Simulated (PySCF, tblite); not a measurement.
# C₃HF₃: changes of charge, electronic excitations, EPR parameters, part 2 of 3

tblite 0.8.0 and PySCF 2.14.0. Atoms count from 0. Earlier steps stand in the parts before.

### Step 13. Single point (C3HF3+ (doublet), [CH]=[C+]C(F)(F)F): wB97X-D3(BJ)/ma-def2-TZVP

Geometry: PBE0-D3(BJ)/def2-SVP.

What the job is given:

```
{"job": {"kind": "sp", "xc": "wB97X", "basis": "ma-def2-TZVP", "d3": "d3bj", "grid": 2}, "charge": 1, "multiplicity": 2}
C      1.705401     0.479614    -0.069148
C      0.503508     0.156482     0.088668
C     -0.957322    -0.259105     0.234790
F     -1.266911    -0.733561    -0.953171
F     -1.671811     0.787717     0.531281
F     -1.049804    -1.175673     1.154335
H      2.751760     0.767283    -0.199160
```

Standard output:

```text
final grid: 73808 points
cycle   1  E = -414.1704348944  dE = -4.379e-02  |g| = 1.522e-01  |ddm| = 1.297e+00
cycle   2  E = -414.1769143773  dE = -6.479e-03  |g| = 1.062e-01  |ddm| = 5.010e-01
cycle   3  E = -414.1807144700  dE = -3.800e-03  |g| = 2.504e-02  |ddm| = 1.736e-01
cycle   4  E = -414.1809156916  dE = -2.012e-04  |g| = 4.768e-03  |ddm| = 2.875e-02
cycle   5  E = -414.1809353946  dE = -1.970e-05  |g| = 1.906e-03  |ddm| = 8.681e-03
cycle   6  E = -414.1809414075  dE = -6.013e-06  |g| = 7.874e-04  |ddm| = 4.134e-03
cycle   7  E = -414.1809425347  dE = -1.127e-06  |g| = 4.084e-04  |ddm| = 2.146e-03
cycle   8  E = -414.1809428563  dE = -3.216e-07  |g| = 1.064e-04  |ddm| = 1.471e-03
cycle   9  E = -414.1809428784  dE = -2.206e-08  |g| = 7.304e-05  |ddm| = 3.656e-04
cycle  10  E = -414.1809428834  dE = -4.997e-09  |g| = 3.516e-05  |ddm| = 7.772e-05
converged SCF energy = -414.1809428834
```

Wall time 12 s (1 thread of Arm Neoverse V2, shared host); peak memory 0.79 GiB.

### Step 14. Single point (C3HF3): wB97X-D3(BJ)/ma-def2-TZVP in acetonitrile

Geometry: PBE0-D3(BJ)/def2-SVP.

What the job is given:

```
{"job": {"kind": "sp", "xc": "wB97X", "basis": "ma-def2-TZVP", "d3": "d3bj", "grid": 2, "solvent": "acetonitrile"}, "charge": 0, "multiplicity": 1}
C      1.622219     0.579706    -0.208314
C      0.504633     0.184596     0.016926
C     -0.853300    -0.302962     0.293755
F     -1.407705    -0.821054    -0.799985
F     -1.638441     0.684313     0.722617
F     -0.837382    -1.248599     1.230162
H      2.617199     0.935759    -0.410185
```

Standard output:

```text
final grid: 73808 points
cycle   1  E = -414.6176861591  dE = -4.387e-04  |g| = 1.716e-02  |ddm| = 2.020e-01
cycle   2  E = -414.6177104095  dE = -2.425e-05  |g| = 1.612e-02  |ddm| = 8.160e-02
cycle   3  E = -414.6177711674  dE = -6.076e-05  |g| = 3.170e-03  |ddm| = 2.423e-02
cycle   4  E = -414.6177743916  dE = -3.224e-06  |g| = 1.373e-03  |ddm| = 1.291e-02
cycle   5  E = -414.6177747603  dE = -3.687e-07  |g| = 2.442e-04  |ddm| = 2.531e-03
cycle   6  E = -414.6177747723  dE = -1.198e-08  |g| = 6.715e-05  |ddm| = 6.205e-04
cycle   7  E = -414.6177747736  dE = -1.325e-09  |g| = 1.325e-05  |ddm| = 3.895e-04
converged SCF energy = -414.6177747736
```

Wall time 6 s (1 thread of Arm Neoverse V2, shared host); peak memory 0.81 GiB.

### Step 15. Single point (C3HF3+ (doublet), [CH]=[C+]C(F)(F)F): wB97X-D3(BJ)/ma-def2-TZVP in acetonitrile

Geometry: PBE0-D3(BJ)/def2-SVP.

What the job is given:

```
{"job": {"kind": "sp", "xc": "wB97X", "basis": "ma-def2-TZVP", "d3": "d3bj", "grid": 2, "solvent": "acetonitrile"}, "charge": 1, "multiplicity": 2}
C      1.705401     0.479614    -0.069148
C      0.503508     0.156482     0.088668
C     -0.957322    -0.259105     0.234790
F     -1.266911    -0.733561    -0.953171
F     -1.671811     0.787717     0.531281
F     -1.049804    -1.175673     1.154335
H      2.751760     0.767283    -0.199160
```

Standard output:

```text
final grid: 73808 points
cycle   1  E = -414.2856129521  dE = -1.762e-03  |g| = 2.106e-02  |ddm| = 4.096e-01
cycle   2  E = -414.2857862507  dE = -1.733e-04  |g| = 1.646e-02  |ddm| = 7.061e-02
cycle   3  E = -414.2858751435  dE = -8.889e-05  |g| = 3.653e-03  |ddm| = 1.372e-02
cycle   4  E = -414.2858889088  dE = -1.377e-05  |g| = 1.212e-03  |ddm| = 1.227e-02
cycle   5  E = -414.2858909693  dE = -2.060e-06  |g| = 6.359e-04  |ddm| = 3.033e-03
cycle   6  E = -414.2858914067  dE = -4.374e-07  |g| = 2.964e-04  |ddm| = 1.404e-03
cycle   7  E = -414.2858917198  dE = -3.131e-07  |g| = 1.214e-04  |ddm| = 1.169e-03
cycle   8  E = -414.2858917754  dE = -5.557e-08  |g| = 6.911e-05  |ddm| = 4.023e-04
cycle   9  E = -414.2858917913  dE = -1.591e-08  |g| = 4.327e-05  |ddm| = 2.131e-04
cycle  10  E = -414.2858917971  dE = -5.754e-09  |g| = 2.449e-05  |ddm| = 1.085e-04
converged SCF energy = -414.2858917971
```

It took 12 s on 1 thread of Arm Neoverse V2, shared host; peak memory 0.78 GiB.

### Step 16. Changes of charge: wB97X-D3(BJ)/ma-def2-TZVP

This step combines the energies above: geometries from PBE0-D3(BJ)/def2-SVP, zero-point and thermal terms from PBE0-D3(BJ)/def2-SVP.

What the job is given:

```
{"job": {"kind": "rx", "dirs": [1], "geom": {"xc": "PBE0", "basis": "def2-SVP", "d3": "d3bj", "grid": 1}, "hess": 1, "level": {"xc": "wB97X", "basis": "ma-def2-TZVP", "d3": "d3bj", "solvents": ["acetonitrile"]}}, "charge": 0, "multiplicity": 1}
C      1.622219     0.579706    -0.208314
C      0.504633     0.184596     0.016926
C     -0.853300    -0.302962     0.293755
F     -1.407705    -0.821054    -0.799985
F     -1.638441     0.684313     0.722617
F     -0.837382    -1.248599     1.230162
H      2.617199     0.935759    -0.410185
```

Output (the driver's rows laid out field by field):

```text
ionisation and electron attachment, wB97X-D3(BJ)/ma-def2-TZVP // PBE0-D3(BJ)/def2-SVP

row 1
  change                  oxidation
  charge                  1
  multiplicity            2
  vertical_ev             11.9703
  vertical_s2             0.752
  formula                 C3HF3
  smiles                  [CH]=[C+]C(F)(F)F
  kept                    yes
  pieces                  1
  point_group             Cs
  adiabatic_electronic_ev 11.7669
  adiabatic_ev            11.7235
  free_energy_ev          11.6667
  s2                      0.752
  bonds_moved             1 2 1.469 1.526; 0 1 1.207 1.255; 2 4 1.332 1.302; 2 5 1.331 1.302
  spin_on                 0 C 0.522; 1 C 0.474
  charge_moved            1 C 0.337; 0 C 0.334; 6 H 0.096
  vertical_back_ev        11.3532
  relaxation_parent_ev    0.4137
  relaxation_ion_ev       0.2034
  reorganisation_ev       0.6171
  solution                solvent acetonitrile, absolute_potential_v 8.9309, solvation_parent_kj -11.57, solvation_ion_kj -275.54
```

Wall time 4.4 min (1 thread of Arm Neoverse V2, shared host); peak memory 0.78 GiB.

Energy taken up on oxidation, or given off on reduction (eV; adiabatic with zero-point energy):

| change | product | vertical | adiabatic | free energy | reorganisation | ⟨S²⟩ |
| --- | --- | --- | --- | --- | --- | --- |
| oxidation (multiplicity 2) | [CH]=[C+]C(F)(F)F | 11.97 | 11.72 | 11.67 | 0.62 | 0.75 |

On oxidation to multiplicity 2 charge changes most on C1 (+0.34 e), C0 (+0.33 e), H6 (+0.10 e); the spin sits on C0 (0.52), C1 (0.47); the bond C1–C2 goes from 1.469 to 1.526 Å; the absolute potential is 8.93 V in acetonitrile.

### Step 17. Electronic excitations: TDDFT CAM-B3LYP/def2-SVPD

What the job is given:

```
{"job": {"kind": "uv", "xc": "CAM-B3LYP", "basis": "def2-SVPD", "nstates": 6, "ntriplets": 0}, "charge": 0, "multiplicity": 1}
C      1.622219     0.579706    -0.208314
C      0.504633     0.184596     0.016926
C     -0.853300    -0.302962     0.293755
F     -1.407705    -0.821054    -0.799985
F     -1.638441     0.684313     0.722617
F     -0.837382    -1.248599     1.230162
H      2.617199     0.935759    -0.410185
```

Level: TDDFT CAM-B3LYP/def2-SVPD, vertical, gas phase, core orbitals frozen in the response.

Standard output:

```text
coarse grid: 7136 points
cycle   1  E = -413.7380094288  dE =  1.067e+00  |g| = 9.222e-01  |ddm| = 7.707e+00
cycle   2  E = -413.6843584875  dE =  5.365e-02  |g| = 1.151e+00  |ddm| = 2.320e+00
cycle   3  E = -413.8941234268  dE = -2.098e-01  |g| = 1.144e-01  |ddm| = 1.302e+00
cycle   4  E = -413.8963346897  dE = -2.211e-03  |g| = 5.671e-02  |ddm| = 1.895e-01
cycle   5  E = -413.8970648783  dE = -7.302e-04  |g| = 1.589e-02  |ddm| = 1.638e-01
cycle   6  E = -413.8971171444  dE = -5.227e-05  |g| = 1.744e-03  |ddm| = 3.147e-02
cycle   7  E = -413.8971179766  dE = -8.322e-07  |g| = 2.385e-04  |ddm| = 8.717e-03
final grid: 73808 points
cycle   8  E = -413.9562461040  dE = -2.011e-05  |g| = 3.492e-03  |ddm| = 6.220e-02
cycle   9  E = -413.9562455921  dE =  5.119e-07  |g| = 4.059e-03  |ddm| = 6.980e-03
cycle  10  E = -413.9562480753  dE = -2.483e-06  |g| = 1.352e-04  |ddm| = 2.783e-03
cycle  11  E = -413.9562480780  dE = -2.714e-09  |g| = 9.812e-05  |ddm| = 4.979e-04
cycle  12  E = -413.9562480799  dE = -1.965e-09  |g| = 2.983e-05  |ddm| = 1.678e-04
cycle  13  E = -413.9562480801  dE = -1.944e-10  |g| = 7.658e-06  |ddm| = 5.302e-05
converged SCF energy = -413.9562480801

Static polarisability (au): isotropic 36.873, principal 30.397 30.412 49.810

Singlet excitations
state   eV       nm        f      main configurations
  1   6.4156    193.3   0.00000   H->L 0.46, H-1->L+1 0.45
  2   6.7012    185.0   0.00007   H-1->L+1 0.33, H->L 0.33, H-1->L 0.16
  3   6.7016    185.0   0.00003   H->L+1 0.33, H-1->L 0.33, H-1->L+1 0.16
  4   8.7784    141.2   0.07764   H->L+2 0.94
  5   8.7796    141.2   0.07763   H-1->L+2 0.94
  6   9.5780    129.4   0.01198   H->L+3 0.77, H->L+4 0.20
```

It took 7.6 s on 1 thread of Arm Neoverse V2, shared host; peak memory 0.59 GiB.

The orbitals next to the gap, with their largest atomic shares:

| orbital | eV | atoms |
| --- | --- | --- |
| HOMO−3 | -13.95 | F4 23 %, F5 23 %, F3 23 % |
| HOMO−2 | -13.79 | F4 34 %, F5 33 %, F3 33 % |
| HOMO−1 | -10.75 | C1 44 %, C0 42 % |
| HOMO | -10.75 | C1 44 %, C0 42 % |
| LUMO | 0.76 | C0 36 %, C1 32 %, H6 10 % |
| LUMO+1 | 0.76 | C0 36 %, C1 32 %, H6 10 % |
| LUMO+2 | 1.26 | C0 42 %, C1 18 %, C2 13 % |

With each of the 6 states as a Gaussian band of 0.4 eV half-width at 1/e, the curve within the window shown has maxima at 142 nm (ε 6,300) L/(mol cm). Beyond the last state computed it falls off for lack of states. The curve at chosen wavelengths:

(nm, ε (L/mol/cm)): (126, 280), (129, 527), (133, 1140), (136, 2825), (140, 5871), (143, 6048), (147, 3358), (150, 1431), (154, 287), (157, 63), (161, 6), (164, 1), (168, 0), (171, 1), (175, 1), (178, 2), (182, 4), (185, 4), (189, 4), (192, 3), (196, 2), (199, 1), (203, 0), (206, 0), (210, 0), (213, 0)

Further results of this job:

| property | computed |
| --- | --- |
| dipole moment (D) | 2.42 |
| polarisability (Å³) | 5.46 |
| HOMO–LUMO gap (eV) | 11.50 |
| −ε(HOMO) (eV) | 10.75 |

### Step 18. EPR parameters (C3HF3+ (doublet), [CH]=[C+]C(F)(F)F): UKS B3LYP, pcH-1 on C F H

What the job is given:

```
{"job": {"kind": "epr", "basis": "pcH-1"}, "charge": 1, "multiplicity": 2}
C      1.705401     0.479614    -0.069148
C      0.503508     0.156482     0.088668
C     -0.957322    -0.259105     0.234790
F     -1.266911    -0.733561    -0.953171
F     -1.671811     0.787717     0.531281
F     -1.049804    -1.175673     1.154335
H      2.751760     0.767283    -0.199160
```

Method: UKS B3LYP, pcH-1 on C F H, non-relativistic, mean-field spin-orbit, GIAO.

Standard output:

```text
UKS, coarse grid
  cycle   1  E = -413.79203475  |g| = 6.88e-01
  cycle   2  E = -413.43189621  |g| = 1.29e+00
  cycle   3  E = -413.94706728  |g| = 1.74e-01
  cycle   4  E = -413.95680715  |g| = 6.25e-02
  cycle   5  E = -413.95784377  |g| = 3.13e-02
  cycle   6  E = -413.95821181  |g| = 6.54e-03
  cycle   7  E = -413.95822715  |g| = 4.21e-03
  cycle   8  E = -413.95823516  |g| = 8.86e-04
UKS, final grid
  cycle   1  E = -413.95819830  |g| = 1.15e-03
  cycle   2  E = -413.95819761  |g| = 1.93e-03
  cycle   3  E = -413.95819874  |g| = 1.63e-04
  cycle   4  E = -413.95819875  |g| = 5.85e-05
  cycle   5  E = -413.95819875  |g| = 4.95e-05
  cycle   6  E = -413.95819875  |g| = 1.45e-05
E = -413.95819875 Eh   <S^2> = 0.7518 (exact 0.7500)
g shifts (ppm)      1          2          3
  rmc          -161       -161       -161
  gc             44          9         32
  oz_so          22       1079      20672
  total         -94        927      20544
hyperfine (MHz)  atom isotope    a_iso     a_fc   dipolar eigenvalues
    0   13C      30.71      30.71    -52.47    -45.04     97.51
    1   13C      24.52      24.52    -50.66    -40.12     90.78
    2   13C     -16.70     -16.70     -0.67      0.17      0.50
    3   19F      32.13      32.13    -99.92    -98.21    198.14
    4   19F      -5.17      -5.17    -17.91    -13.74     31.66
    5   19F      -4.94      -4.94    -18.36    -14.36     32.71
    6    1H     -49.82     -49.82    -21.41     -6.29     27.70
```

It took 13 s on 1 thread of Arm Neoverse V2, shared host; peak memory 0.64 GiB.

Principal g values 2.00223, 2.00325, 2.02286; g(iso) = 2.00944, against 2.00232 for a free electron.

Hyperfine couplings; where a row names several nuclei, a(iso) is their mean (it holds for fast rotation or exchange) and the dipolar term the largest among them:

| nuclei | isotope | a(iso) (MHz) | a(iso) (G, at g = 2.0023) | largest dipolar term (MHz) |
| --- | --- | --- | --- | --- |
| H6 | 1H | -49.8 | -17.8 | 27.7 |
| C0 | 13C | 30.7 | 11.0 | 97.5 |
| C1 | 13C | 24.5 | 8.7 | 90.8 |
| C2 | 13C | -16.7 | -6.0 | -0.7 |
| F3, F4, F5 | 19F | 7.3 | 2.6 | 198.1 |

Mulliken spin populations:

| atom | value (e) |
| --- | --- |
| C0 | 0.52 |
| C1 | 0.47 |
| C2 | -0.03 |
| F3 | 0.05 |
| F4 | 0.01 |
| F5 | 0.01 |
| H6 | -0.02 |

In first order the couplings over 0.8 MHz of 1H, 19F give 8 distinct lines over 25.6 G, if the averaged nuclei exchange fast.

### Step 19. Spectra of the species

What the job is given:

```
{"job": {"kind": "rx", "dirs": [1], "geom": {"xc": "PBE0", "basis": "def2-SVP", "d3": "d3bj", "grid": 1}, "hess": 1, "level": {"xc": "wB97X", "basis": "ma-def2-TZVP", "d3": "d3bj", "solvents": ["acetonitrile"]}, "spectra": true}, "charge": 0, "multiplicity": 1}
C      1.622219     0.579706    -0.208314
C      0.504633     0.184596     0.016926
C     -0.853300    -0.302962     0.293755
F     -1.407705    -0.821054    -0.799985
F     -1.638441     0.684313     0.722617
F     -0.837382    -1.248599     1.230162
H      2.617199     0.935759    -0.410185
```

Standard output:

```text
uv C#CC(F)(F)F +0: TDDFT CAM-B3LYP/def2-SVPD, vertical, gas phase, core orbitals frozen in the response
epr [CH]=[C+]C(F)(F)F +1: UKS B3LYP, pcH-1 on C F H, non-relativistic, mean-field spin-orbit, GIAO
```

It took 21 s on 1 thread of Arm Neoverse V2, shared host; peak memory 0.64 GiB.

This step only lists the spectra that were run on the species above.

### Step 20. Single point (C₃HF₃): M06-L/ma-def2-TZVP

Geometry: PBE0-D3(BJ)/def2-SVP.

What the job is given:

```
{"job": {"kind": "sp", "xc": "M06-L", "basis": "ma-def2-TZVP", "grid": 3}, "charge": 0, "multiplicity": 1}
C      1.622219     0.579706    -0.208314
C      0.504633     0.184596     0.016926
C     -0.853300    -0.302962     0.293755
F     -1.407705    -0.821054    -0.799985
F     -1.638441     0.684313     0.722617
F     -0.837382    -1.248599     1.230162
H      2.617199     0.935759    -0.410185
```

Standard output:

```text
coarse grid: 33912 points
cycle   1  E = -414.3411655548  dE =  9.669e-01  |g| = 9.469e-01  |ddm| = 4.888e+00
cycle   2  E = -414.0972977554  dE =  2.439e-01  |g| = 1.568e+00  |ddm| = 3.228e+00
cycle   3  E = -414.4638733026  dE = -3.666e-01  |g| = 2.802e-01  |ddm| = 1.656e+00
cycle   4  E = -414.4790214851  dE = -1.515e-02  |g| = 1.408e-01  |ddm| = 4.188e-01
cycle   5  E = -414.4837798368  dE = -4.758e-03  |g| = 3.215e-02  |ddm| = 1.626e-01
cycle   6  E = -414.4840307479  dE = -2.509e-04  |g| = 6.025e-03  |ddm| = 9.148e-02
cycle   7  E = -414.4840378509  dE = -7.103e-06  |g| = 1.636e-03  |ddm| = 1.657e-02
final grid: 94952 points
cycle   8  E = -414.4853350293  dE = -5.985e-06  |g| = 1.825e-03  |ddm| = 8.276e-02
cycle   9  E = -414.4853338928  dE =  1.136e-06  |g| = 3.024e-03  |ddm| = 6.667e-03
cycle  10  E = -414.4853352828  dE = -1.390e-06  |g| = 9.656e-04  |ddm| = 3.338e-03
cycle  11  E = -414.4853354931  dE = -2.103e-07  |g| = 3.129e-04  |ddm| = 1.138e-03
cycle  12  E = -414.4853355159  dE = -2.281e-08  |g| = 3.880e-05  |ddm| = 3.681e-04
cycle  13  E = -414.4853355161  dE = -2.372e-10  |g| = 1.676e-05  |ddm| = 1.369e-04
converged SCF energy = -414.4853355161
```

Wall time 19 s (1 thread of Arm Neoverse V2, shared host); peak memory 0.64 GiB.

### Step 21. Single point (C3HF3+ (doublet)): M06-L/ma-def2-TZVP

Geometry: PBE0-D3(BJ)/def2-SVP, that of another charge or spin state.

Settings changed since step 20:

```diff
@@ -1,2 +1,2 @@
-{"job": {"kind": "sp", "xc": "M06-L", "basis": "ma-def2-TZVP", "grid": 3}, "charge": 0, "multiplicity": 1}
+{"job": {"kind": "sp", "xc": "M06-L", "basis": "ma-def2-TZVP", "grid": 3}, "charge": 1, "multiplicity": 2}
 C      1.622219     0.579706    -0.208314
```

Standard output:

```text
final grid: 94952 points
cycle   1  E = -413.6414560168  dE =  3.600e-01  |g| = 8.059e-01  |ddm| = 2.229e+00
cycle   2  E = -411.9043155358  dE =  1.737e+00  |g| = 2.043e+00  |ddm| = 3.836e+00
cycle   3  E = -413.9283235222  dE = -2.024e+00  |g| = 5.548e-01  |ddm| = 1.983e+00
cycle   4  E = -413.9944111363  dE = -6.609e-02  |g| = 3.299e-01  |ddm| = 1.277e+00
cycle   5  E = -414.0493945810  dE = -5.498e-02  |g| = 1.424e-01  |ddm| = 2.438e-01
cycle   6  E = -414.0562533693  dE = -6.859e-03  |g| = 8.430e-02  |ddm| = 1.993e-01
cycle   7  E = -414.0600853164  dE = -3.832e-03  |g| = 1.472e-02  |ddm| = 1.941e-01
cycle   8  E = -414.0601534079  dE = -6.809e-05  |g| = 7.129e-03  |ddm| = 4.284e-02
cycle   9  E = -414.0601603739  dE = -6.966e-06  |g| = 6.216e-03  |ddm| = 1.591e-02
cycle  10  E = -414.0601738645  dE = -1.349e-05  |g| = 8.934e-04  |ddm| = 6.516e-03
cycle  11  E = -414.0601744066  dE = -5.422e-07  |g| = 2.332e-04  |ddm| = 2.638e-03
cycle  12  E = -414.0601744559  dE = -4.926e-08  |g| = 1.100e-04  |ddm| = 1.201e-03
cycle  13  E = -414.0601744614  dE = -5.544e-09  |g| = 1.132e-04  |ddm| = 3.699e-04
cycle  14  E = -414.0601744661  dE = -4.664e-09  |g| = 5.067e-05  |ddm| = 1.808e-04
converged SCF energy = -414.0601744661
```

Run time: 39 s. Hardware: 1 thread of Arm Neoverse V2, shared host; peak memory 0.64 GiB.

### Step 22. Single point (C3HF3): M06-L/ma-def2-TZVP

Geometry: PBE0-D3(BJ)/def2-SVP, that of another charge or spin state.

What the job is given:

```
{"job": {"kind": "sp", "xc": "M06-L", "basis": "ma-def2-TZVP", "grid": 3}, "charge": 0, "multiplicity": 1}
C      1.705401     0.479614    -0.069148
C      0.503508     0.156482     0.088668
C     -0.957322    -0.259105     0.234790
F     -1.266911    -0.733561    -0.953171
F     -1.671811     0.787717     0.531281
F     -1.049804    -1.175673     1.154335
H      2.751760     0.767283    -0.199160
```

Standard output:

```text
coarse grid: 33912 points
cycle   1  E = -414.3355671416  dE =  9.595e-01  |g| = 9.174e-01  |ddm| = 4.020e+00
cycle   2  E = -414.1154038755  dE =  2.202e-01  |g| = 1.492e+00  |ddm| = 2.541e+00
cycle   3  E = -414.4434619505  dE = -3.281e-01  |g| = 3.133e-01  |ddm| = 1.216e+00
cycle   4  E = -414.4648960248  dE = -2.143e-02  |g| = 1.297e-01  |ddm| = 3.562e-01
cycle   5  E = -414.4689734569  dE = -4.077e-03  |g| = 2.755e-02  |ddm| = 1.671e-01
cycle   6  E = -414.4691556637  dE = -1.822e-04  |g| = 6.631e-03  |ddm| = 7.149e-02
cycle   7  E = -414.4691634781  dE = -7.814e-06  |g| = 2.272e-03  |ddm| = 1.529e-02
final grid: 94952 points
cycle   8  E = -414.4704461088  dE = -5.575e-06  |g| = 4.047e-03  |ddm| = 7.226e-02
cycle   9  E = -414.4704390959  dE =  7.013e-06  |g| = 7.489e-03  |ddm| = 9.135e-03
cycle  10  E = -414.4704475751  dE = -8.479e-06  |g| = 1.975e-03  |ddm| = 5.927e-03
cycle  11  E = -414.4704485497  dE = -9.746e-07  |g| = 2.819e-04  |ddm| = 1.622e-03
cycle  12  E = -414.4704485663  dE = -1.661e-08  |g| = 7.889e-05  |ddm| = 3.310e-04
cycle  13  E = -414.4704485671  dE = -7.838e-10  |g| = 2.779e-05  |ddm| = 1.002e-04
converged SCF energy = -414.4704485671
```

It took 19 s on 1 thread of Arm Neoverse V2, shared host; peak memory 0.64 GiB.

### Step 23. Single point (C3HF3+ (doublet), [CH]=[C+]C(F)(F)F): M06-L/ma-def2-TZVP

Geometry: PBE0-D3(BJ)/def2-SVP.

Settings changed since step 22:

```diff
@@ -1,2 +1,2 @@
-{"job": {"kind": "sp", "xc": "M06-L", "basis": "ma-def2-TZVP", "grid": 3}, "charge": 0, "multiplicity": 1}
+{"job": {"kind": "sp", "xc": "M06-L", "basis": "ma-def2-TZVP", "grid": 3}, "charge": 1, "multiplicity": 2}
 C      1.705401     0.479614    -0.069148
```

Standard output:

```text
final grid: 94952 points
cycle   1  E = -413.6096735878  dE =  3.984e-01  |g| = 8.028e-01  |ddm| = 1.832e+00
cycle   2  E = -411.6207091150  dE =  1.989e+00  |g| = 2.149e+00  |ddm| = 4.223e+00
cycle   3  E = -413.9328956666  dE = -2.312e+00  |g| = 5.644e-01  |ddm| = 3.457e+00
cycle   4  E = -414.0010883191  dE = -6.819e-02  |g| = 3.311e-01  |ddm| = 9.180e-01
cycle   5  E = -414.0534961506  dE = -5.241e-02  |g| = 1.614e-01  |ddm| = 2.363e-01
cycle   6  E = -414.0613976566  dE = -7.902e-03  |g| = 1.000e-01  |ddm| = 1.907e-01
cycle   7  E = -414.0667151850  dE = -5.318e-03  |g| = 1.696e-02  |ddm| = 2.209e-01
cycle   8  E = -414.0668276693  dE = -1.125e-04  |g| = 7.992e-03  |ddm| = 3.530e-02
cycle   9  E = -414.0668418693  dE = -1.420e-05  |g| = 5.334e-03  |ddm| = 1.323e-02
cycle  10  E = -414.0668512269  dE = -9.358e-06  |g| = 7.682e-04  |ddm| = 6.640e-03
cycle  11  E = -414.0668516104  dE = -3.835e-07  |g| = 2.191e-04  |ddm| = 2.026e-03
cycle  12  E = -414.0668516440  dE = -3.366e-08  |g| = 1.546e-04  |ddm| = 6.330e-04
cycle  13  E = -414.0668516567  dE = -1.267e-08  |g| = 9.361e-05  |ddm| = 2.597e-04
cycle  14  E = -414.0668516631  dE = -6.362e-09  |g| = 6.532e-05  |ddm| = 1.719e-04
converged SCF energy = -414.0668516631
```

Run time: 39 s. Hardware: 1 thread of Arm Neoverse V2, shared host; peak memory 0.64 GiB.

(Part 2 of 3 ends here.)
